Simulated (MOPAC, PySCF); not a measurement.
Protons, H atoms and electrons added to or taken from CCC. Gas-phase values, no solvent. One relaxed conformer stands for each flexible species; it need not be the lowest. Strings in code marks are SMILES.

Quantity: electronic energy of isomers of C3H7 (charge -1) relative to `[CH2-]CC`, in kcal/mol. Semi-empirical values (MOPAC) are differences of heats of formation. Levels without diffuse functions put anions too high.

Level 1: B3LYP-D3(BJ)/def2-TZVPD (PySCF)
Level 2: PBE-D3(BJ)/def2-TZVPD // B3LYP-D3(BJ)/def2-TZVPD (PySCF)
Level 3: B3LYP/6-311+G** // B3LYP-D3(BJ)/def2-TZVPD (PySCF)
Level 4: PM3 // B3LYP-D3(BJ)/def2-TZVPD (MOPAC)

| species | level 2 | level 3 | level 4 |
|---|---|---|---|
| `C[CH-]C` (not the most acidic site) | 2.03 | 2.54 | -7.05 |

What does level 1 give for each?


- `C[CH-]C` (not the most acidic site): 1.99
